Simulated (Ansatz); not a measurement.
# BNH5 (doublet): wave-function methods side by side at distance N1–H4 along a hydrogen transfer = 1.302 Å, cc-pVDZ

An exercise on one series of results from a longer session: the logs are not shown, and one member is left open.

The runs use Ansatz 0.2.0, Gaussian basis; cc-pVDZ, core rule «outside noble gas», up to 2 orbitals frozen.

To be run: UHF; CCSD(T) on ROHF; CCSD(T) on UHF; BCCD(T) on ROHF; CISD; CCSDT(Q) on ROHF; CCSDT(Q) on UHF; CASSCF and MRCISD+Q, 3 electrons in 3 orbitals; CASSCF and NEVPT2, 3 electrons in 3 orbitals.

## The system

The geometry derives from fragments relaxed apart (PBE0/def2-TZVP) and kept rigid, so it is no stationary point. A hydrogen atom is moved between rigid fragments.

7 atoms, charge 0, spin multiplicity 2.

Atoms are counted from 1 here; the program's logs count them from 0.

Bond lengths: N1–H2 1.012 Å, N1–H3 1.012 Å, N1–H4 1.302 Å, H4–B5 1.170 Å, B5–H6 1.191 Å, B5–H7 1.191 Å. Angles: H2–N1–H3 107.1°, H2–N1–H4 107.1°, H3–N1–H4 107.1°, N1–H4–B5 180.0°, H4–B5–H6 115.3°, H4–B5–H7 115.3°, H6–B5–H7 129.4°.

Coordinates:

```xyz
7

N    -1.12024   -0.01909   -0.02972
H    -1.41752    0.94874   -0.02972
H    -1.41752   -0.42139    0.85054
H     0.18176   -0.01909   -0.02972
B     1.35176   -0.01909   -0.02972
H     1.86084   -0.01909    1.04729
H     1.86084   -0.01909   -1.10672
```

The first run:

Contents of in.yaml:

```yaml
crystal:
  periodic: [false, false, false]
  atoms:
    - {symbol: N, position_ang: [-1.120236, -0.019092, -0.029716]}
    - {symbol: H, position_ang: [-1.417516, 0.948742, -0.029716]}
    - {symbol: H, position_ang: [-1.417515, -0.421390, 0.850543]}
    - {symbol: H, position_ang: [0.181764, -0.019092, -0.029716]}
    - {symbol: B, position_ang: [1.351764, -0.019092, -0.029716]}
    - {symbol: H, position_ang: [1.860837, -0.019092, 1.047292]}
    - {symbol: H, position_ang: [1.860837, -0.019092, -1.106725]}
basis:
  gaussian: {orbitals: cc-pVDZ}
magnetization: {spin_polarized: true, initial_magnetization: 1}
hamiltonian: {xc: hf}
output: {orbitals: {seedname: orbitals}}
```

Started as:

```
ansatz run in.yaml --threads 1 --pin off --events-out ev --progress --plain --max-ram 2816MiB --backend cpu
```

Steps of the session up to this table: UHF; CCSD(T) on ROHF; CCSD(T) on UHF; BCCD(T) on ROHF; CISD; CCSDT(Q) on ROHF; CCSDT(Q) on UHF; CASSCF and MRCISD+Q, 3 electrons in 3 orbitals; CASSCF and NEVPT2, 3 electrons in 3 orbitals.

One of the session's tables, all rows but one given; the rest of the session is left out.

It belongs to the step «Misses and costs». 

| method | from UCCSDT(Q) (meV) |
| --- | --- |
| ROHF | +8547.3 |
| UHF | +8333.9 |
| RMP2 | +1269.0 |
| UMP2 | +1307.7 |
| CISD | +900.6 |
| RCCSD | +214.7 |
| UCCSD | +209.6 |
| RCCSD(T) | +35.2 |
| UCCSD(T) | ? |
| BCCD(T) | +35.2 |
| RCCSDT | +12.2 |
| UCCSDT | +11.5 |
| RCCSDT(Q) | +0.6 |
| UCCSDT(Q) | 0 |
| CASSCF pair | +8038.5 |
| NEVPT2 pair | +1259.5 |
| MRCISD pair | +824.1 |
| MRCISD+Q pair | +94.3 |

Q: Estimate the row for UCCSD(T) from the others.

**Answer.** from UCCSDT(Q) (meV): +36.0. In the column «from UCCSDT(Q) (meV)» it lies between BCCD(T) (+35.2) and MRCISD+Q pair (+94.3).

To keep in mind: Restricted and unrestricted rows rest on different reference determinants; where their highest levels disagree by more than a few hundredths of an eV, they describe different states and don't form one ladder.
